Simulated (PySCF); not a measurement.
AlClH2: core ionisation energies

AlH2Cl.
Z-matrix (Å and degrees, PBE0-D3(BJ)/def2-SVP geometry), rows numbered from 1:
```
Al
H   1  1.5793
H   1  1.5795  2  124.90
Cl  1  2.1084  2  117.45  3  -179.63
```

Method used: PySCF 2.14.0, delta-SCF UKS SCAN, pcX-2 on the ionised atom, pcseg-1 elsewhere, spin-free X2C. Vertical ΔSCF values, vacuum level as zero.

Q: What binding energy does each computed site have?

A: 
```
atom(s)                     environment     level  binding energy (eV)  2p1/2 (eV)  count
    Al1  aluminium bonded to Cl and 2 H     Al 1s              1568.34           –      1
    Cl4           chlorine bonded to Al  Cl 2p3/2               205.89      207.54      1
    Cl4           chlorine bonded to Al     Cl 1s              2828.46           –      1
```

Q: Give the binding energy of Cl 2p3/2 of Cl4 in hartree and in kJ/mol.

A: 205.89 eV = 7.5663 Eh = 19865 kJ/mol.

Q: Which photon wavelength matches the Cl 2p3/2 of Cl4 threshold?

A: λ = hc/E = 12398.42 eV Å / 205.89 eV = 60.219 Å.

The 2p values aren't plain energy differences: one relaxed spin-free 2p hole is combined with a matrix within the shell (ground-state 2p orbital-energy differences and spin–orbit coupling). 2p3/2, the mean of its two sublevels, lies a third of the splitting below the shell's mean and 2p1/2 two thirds above it; the statistical areas are 2:1. 2p1/2 minus 2p3/2 (ligand field included): Cl 1.65 eV. Isolated species at its PBE0-D3(BJ)/def2-SVP geometry, gas phase.
